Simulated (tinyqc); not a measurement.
Worked calculation (part 2 of 2): RKS/BLYP in the sto-3g basis, for H2O, spin multiplicity 1. Computed by tinyqc, a small Python program that keeps every step (integrals from PySCF). Command: `OMP_NUM_THREADS=1 python tinyqc.py 25689 25690 out.jsonl` (the two numbers bound the seeds that draw the settings). One thread of a shared host (Intel(R) Xeon(R) Processor @ 2.60GHz), about 0.6 s of CPU time with the checks.

Geometry (angstrom):
```
atom        x         y        z
O     0.00000   0.00000  0.00000
H     0.00000   1.02900  0.86000
H     0.00000  -1.02900  0.86000
```

## Iteration 2: DIIS over 2 matrices

error matrix X^T (FDS - SDF) X:
$$\begin{pmatrix}
0.00000 & 0.00000 & -0.39209 & 0.00000 & 0.45401 & 0.00000 & -0.13950 \\
0.00000 & 0.00000 & 0.00000 & 0.00000 & 0.00000 & -0.78217 & 0.00000 \\
0.39209 & 0.00000 & 0.00000 & 0.00000 & 0.26121 & 0.00000 & -0.11927 \\
0.00000 & 0.00000 & 0.00000 & 0.00000 & 0.00000 & 0.00000 & 0.00000 \\
-0.45401 & 0.00000 & -0.26121 & 0.00000 & 0.00000 & 0.00000 & 0.04518 \\
0.00000 & 0.78217 & 0.00000 & 0.00000 & 0.00000 & 0.00000 & 0.00000 \\
0.13950 & 0.00000 & 0.11927 & 0.00000 & -0.04518 & 0.00000 & 0.00000
\end{pmatrix}$$

B (overlaps of the stored error matrices):
$$\begin{pmatrix}
1.2861949e+00 & -1.1930750e+00 \\
-1.1930750e+00 & 2.1512402e+00
\end{pmatrix}$$

Minimise |sum c_i e_i|^2 with sum c_i = 1: solve [B -1; -1 0][c; lambda] = [0; -1] with B_ij = tr e_i^T e_j, and take F = sum c_i F_i.

DIIS coefficients: [0.57427, 0.42573]

extrapolated F (hartree), order 1O 1s, 1O 2s, 1O 2px, 1O 2py, 1O 2pz, 2H 1s, 3H 1s:
$$\begin{pmatrix}
-18.20523 & -4.70653 & 0.00000 & 0.00000 & 0.00072 & -0.44121 & -0.44121 \\
-4.70653 & -1.75628 & 0.00000 & 0.00000 & -0.03090 & -0.34917 & -0.34917 \\
0.00000 & 0.00000 & 0.06710 & 0.00000 & 0.00000 & 0.00000 & 0.00000 \\
0.00000 & 0.00000 & 0.00000 & 0.01459 & 0.00000 & -0.13335 & 0.13335 \\
0.00072 & -0.03090 & 0.00000 & 0.00000 & 0.02386 & -0.11810 & -0.11810 \\
-0.44121 & -0.34917 & 0.00000 & -0.13335 & -0.11810 & -0.15544 & -0.08939 \\
-0.44121 & -0.34917 & 0.00000 & 0.13335 & -0.11810 & -0.08939 & -0.15544
\end{pmatrix}$$

## Iteration 2: diagonalisation and new density

X, order 1O 1s, 1O 2s, 1O 2px, 1O 2py, 1O 2pz, 2H 1s, 3H 1s:
$$\begin{pmatrix}
-0.44075 & 0.00000 & 0.67162 & 0.00000 & 0.59938 & 0.00000 & 0.24233 \\
0.90179 & 0.00000 & -0.27491 & 0.00000 & 0.31535 & 0.00000 & 0.48283 \\
0.00000 & 0.00000 & 0.00000 & 1.00000 & 0.00000 & 0.00000 & 0.00000 \\
0.00000 & 0.77535 & 0.00000 & 0.00000 & 0.00000 & 0.69924 & 0.00000 \\
0.40337 & 0.00000 & 0.69390 & 0.00000 & -0.59903 & 0.00000 & 0.23060 \\
-0.54118 & -0.66842 & -0.24393 & 0.00000 & -0.20457 & 0.40555 & 0.38953 \\
-0.54118 & 0.66842 & -0.24393 & 0.00000 & -0.20457 & -0.40555 & 0.38953
\end{pmatrix}$$

Diagonalise F' = X^T F X, C = X C', fill 5 alpha and 5 beta electrons from the bottom; D = 2 C_occ C_occ^T. Each column has its largest component positive (the first on a tie).

F' = X^T F X (hartree):
$$\begin{pmatrix}
-1.02192 & 0.00000 & 2.71722 & 0.00000 & 2.77092 & 0.00000 & 1.44257 \\
0.00000 & 0.22619 & 0.00000 & 0.00000 & 0.00000 & 0.08451 & 0.00000 \\
2.71722 & 0.00000 & -6.33633 & 0.00000 & -7.18011 & 0.00000 & -3.97258 \\
0.00000 & 0.00000 & 0.00000 & 0.06710 & 0.00000 & 0.00000 & 0.00000 \\
2.77092 & 0.00000 & -7.18011 & 0.00000 & -8.24641 & 0.00000 & -4.70389 \\
0.00000 & 0.08451 & 0.00000 & 0.00000 & 0.00000 & -0.16586 & 0.00000 \\
1.44257 & 0.00000 & -3.97258 & 0.00000 & -4.70389 & 0.00000 & -3.13147
\end{pmatrix}$$

orbital energies (hartree): MO1 -18.21520, MO2 -0.60403, MO3 -0.18330, MO4 -0.11593, MO5 0.06710, MO6 0.19903, MO7 0.24363

coefficients C, order 1O 1s, 1O 2s, 1O 2px, 1O 2py, 1O 2pz, 2H 1s, 3H 1s:
$$\begin{pmatrix}
0.99376 & -0.24313 & 0.00000 & 0.10583 & 0.00000 & -0.07382 & 0.00000 \\
0.02590 & 0.90678 & 0.00000 & -0.49889 & 0.00000 & 0.38672 & 0.00000 \\
0.00000 & 0.00000 & 0.00000 & 0.00000 & 1.00000 & 0.00000 & 0.00000 \\
0.00000 & 0.00000 & 0.52809 & 0.00000 & 0.00000 & 0.00000 & 0.90068 \\
0.00118 & 0.05605 & 0.00000 & 0.57139 & 0.00000 & 0.85240 & 0.00000 \\
-0.00382 & 0.16507 & 0.53228 & 0.47924 & 0.00000 & -0.53762 & -0.57266 \\
-0.00382 & 0.16507 & -0.53228 & 0.47924 & 0.00000 & -0.53762 & 0.57266
\end{pmatrix}$$

D after iteration 2, order 1O 1s, 1O 2s, 1O 2px, 1O 2py, 1O 2pz, 2H 1s, 3H 1s:
$$\begin{pmatrix}
2.11572 & -0.49505 & 0.00000 & 0.00000 & 0.09602 & 0.01358 & 0.01358 \\
-0.49505 & 2.14363 & 0.00000 & 0.00000 & -0.46841 & -0.17901 & -0.17901 \\
0.00000 & 0.00000 & 2.00000 & 0.00000 & 0.00000 & 0.00000 & 0.00000 \\
0.00000 & 0.00000 & 0.00000 & 0.55777 & 0.00000 & 0.56219 & -0.56219 \\
0.09602 & -0.46841 & 0.00000 & 0.00000 & 0.65925 & 0.56616 & 0.56616 \\
0.01358 & -0.17901 & 0.00000 & 0.56219 & 0.56616 & 1.08051 & -0.05278 \\
0.01358 & -0.17901 & 0.00000 & -0.56219 & 0.56616 & -0.05278 & 1.08051
\end{pmatrix}$$

## Iteration 9 (converged): orbitals

converged F (hartree), order 1O 1s, 1O 2s, 1O 2px, 1O 2py, 1O 2pz, 2H 1s, 3H 1s:
$$\begin{pmatrix}
-18.53146 & -4.77592 & 0.00000 & 0.00000 & -0.01220 & -0.44784 & -0.44784 \\
-4.77592 & -1.90339 & 0.00000 & 0.00000 & -0.06875 & -0.37348 & -0.37348 \\
0.00000 & 0.00000 & -0.07479 & 0.00000 & 0.00000 & 0.00000 & 0.00000 \\
0.00000 & 0.00000 & 0.00000 & -0.13586 & 0.00000 & -0.14673 & 0.14673 \\
-0.01220 & -0.06875 & 0.00000 & 0.00000 & -0.12511 & -0.13393 & -0.13393 \\
-0.44784 & -0.37348 & 0.00000 & -0.14673 & -0.13393 & -0.20608 & -0.09479 \\
-0.44784 & -0.37348 & 0.00000 & 0.14673 & -0.13393 & -0.09479 & -0.20608
\end{pmatrix}$$

As before.

F' = X^T F X (hartree):
$$\begin{pmatrix}
-1.17482 & 0.00000 & 2.74616 & 0.00000 & 2.83280 & 0.00000 & 1.40615 \\
0.00000 & 0.12306 & 0.00000 & 0.00000 & 0.00000 & 0.03156 & 0.00000 \\
2.74616 & 0.00000 & -6.53644 & 0.00000 & -7.25568 & 0.00000 & -4.05020 \\
0.00000 & 0.00000 & 0.00000 & -0.07479 & 0.00000 & 0.00000 & 0.00000 \\
2.83280 & 0.00000 & -7.25568 & 0.00000 & -8.43728 & 0.00000 & -4.75599 \\
0.00000 & 0.03156 & 0.00000 & 0.00000 & 0.00000 & -0.26947 & 0.00000 \\
1.40615 & 0.00000 & -4.05020 & 0.00000 & -4.75599 & 0.00000 & -3.26244
\end{pmatrix}$$

orbital energies (hartree): MO1 -18.54098, MO2 -0.73868, MO3 -0.27199, MO4 -0.20326, MO5 -0.07479, MO6 0.07195, MO7 0.12558

coefficients C, order 1O 1s, 1O 2s, 1O 2px, 1O 2py, 1O 2pz, 2H 1s, 3H 1s:
$$\begin{pmatrix}
0.99394 & -0.24846 & 0.00000 & 0.09337 & 0.00000 & -0.07036 & 0.00000 \\
0.02520 & 0.93773 & 0.00000 & -0.43972 & 0.00000 & 0.38476 & 0.00000 \\
0.00000 & 0.00000 & 0.00000 & 0.00000 & 1.00000 & 0.00000 & 0.00000 \\
0.00000 & 0.00000 & 0.63528 & 0.00000 & 0.00000 & 0.00000 & 0.82857 \\
0.00193 & 0.10623 & 0.00000 & 0.67858 & 0.00000 & 0.76450 & 0.00000 \\
-0.00381 & 0.12153 & 0.45749 & 0.40527 & 0.00000 & -0.60576 & -0.63400 \\
-0.00381 & 0.12153 & -0.45749 & 0.40527 & 0.00000 & -0.60576 & 0.63400
\end{pmatrix}$$

D after iteration 9, order 1O 1s, 1O 2s, 1O 2px, 1O 2py, 1O 2pz, 2H 1s, 3H 1s:
$$\begin{pmatrix}
2.11672 & -0.49800 & 0.00000 & 0.00000 & 0.07776 & 0.00771 & 0.00771 \\
-0.49800 & 2.14665 & 0.00000 & 0.00000 & -0.39743 & -0.12868 & -0.12868 \\
0.00000 & 0.00000 & 2.00000 & 0.00000 & 0.00000 & 0.00000 & 0.00000 \\
0.00000 & 0.00000 & 0.00000 & 0.80716 & 0.00000 & 0.58126 & -0.58126 \\
0.07776 & -0.39743 & 0.00000 & 0.00000 & 0.94352 & 0.57582 & 0.57582 \\
0.00771 & -0.12868 & 0.00000 & 0.58126 & 0.57582 & 0.77664 & -0.06054 \\
0.00771 & -0.12868 & 0.00000 & -0.58126 & 0.57582 & -0.06054 & 0.77664
\end{pmatrix}$$

## Convergence

Stop when the energy changes by less than 1e-08 hartree and every element of the error matrix X^T (F D S - S D F) X is below 3e-05.

Course of the cycle:
```
iteration  E (hartree)     change  largest element of the error matrix
1          -73.5777784          -                             5.12e-01
2          -73.7415734  -1.64e-01                             7.82e-01
3          -75.1115277  -1.37e+00                             3.65e-01
4          -74.7292640   3.82e-01                             7.27e-01
5          -75.2136409  -4.84e-01                             2.05e-02
6          -75.2136669  -2.60e-05                             2.01e-02
7          -75.2138971  -2.30e-04                             9.08e-03
8          -75.2139556  -5.85e-05                             5.23e-05
9          -75.2139556  -1.70e-09                             1.92e-05
```

PySCF RKS in the same basis, fine grid = -75.2125033 hartree

Converged in 9 iterations. The coarse grid moves the energy by -1.45e-03 hartree.

## Populations, bond orders and dipole

overlap S, order 1O 1s, 1O 2s, 1O 2px, 1O 2py, 1O 2pz, 2H 1s, 3H 1s:
$$\begin{pmatrix}
1.00000 & 0.23670 & 0.00000 & 0.00000 & 0.00000 & 0.02191 & 0.02191 \\
0.23670 & 1.00000 & 0.00000 & 0.00000 & 0.00000 & 0.26230 & 0.26230 \\
0.00000 & 0.00000 & 1.00000 & 0.00000 & 0.00000 & 0.00000 & 0.00000 \\
0.00000 & 0.00000 & 0.00000 & 1.00000 & 0.00000 & 0.19197 & -0.19197 \\
0.00000 & 0.00000 & 0.00000 & 0.00000 & 1.00000 & 0.16044 & 0.16044 \\
0.02191 & 0.26230 & 0.00000 & 0.19197 & 0.16044 & 1.00000 & 0.10831 \\
0.02191 & 0.26230 & 0.00000 & -0.19197 & 0.16044 & 0.10831 & 1.00000
\end{pmatrix}$$

Mulliken: Z minus the diagonal of D S on the atom; Loewdin: the same with S^(1/2) D S^(1/2); Mayer order: 2 sum_s sum (D(s) S)_ij (D(s) S)_ji over the two atoms.

Charges (e):
```
atom  Mulliken   Loewdin
1O    -0.11906  -0.08875
2H     0.05953   0.04437
3H     0.05953   0.04437
```

Mayer bond orders:
```
pair    order
2-1   0.99560
3-1   0.99560
3-2   0.00085
```

dipole moment about the origin, x y z (debye): [0.00000, 0.00000, 1.00196]
